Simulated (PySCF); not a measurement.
System: C₄H₉, net charge 0, doublet state. It need not be the lowest isomer of its formula. SMILES: C[CH]CC
Structure (B3LYP-D3(BJ)/def2-TZVP (Ansatz) minimum search):
```xyz
13

C      0.7679     1.8236    -0.0439
C      0.6296     0.3532     0.1110
C     -0.6936    -0.3121    -0.0206
C     -0.6200    -1.8376    -0.0465
H      1.8122     2.1340    -0.0984
H     -1.6130    -2.2823    -0.1305
H      0.3124     2.3696     0.7976
H      0.2581     2.1820    -0.9454
H     -0.1586    -2.2205     0.8666
H     -0.0218    -2.1842    -0.8915
H      1.4567    -0.2152     0.5207
H     -1.1973     0.0524    -0.9259
H     -1.3526     0.0018     0.8070
```
Charge 0, spin multiplicity 2.

Dispersion corrections to the total energy (kcal/mol) from the dftd3 and dftd4 libraries through PySCF: D3(BJ) without and D4 with the three-body term, each with the damping fitted for the functional named.

```tsv
functional	D3(BJ)	D4
B2PLYP	-3.71	…
CAM-B3LYP	-3.59	-3.70
HSE06	-3.01	-3.44
LC-wPBE	-4.44	…
BLYP	-10.36	-10.17
r2SCAN	-1.41	-1.17
TPSSh	-5.64	…
```

Q: What belongs in the gaps?

A: 
- B2PLYP, D4: -3.14
- LC-wPBE, D4: -4.93
- TPSSh, D4: -5.54
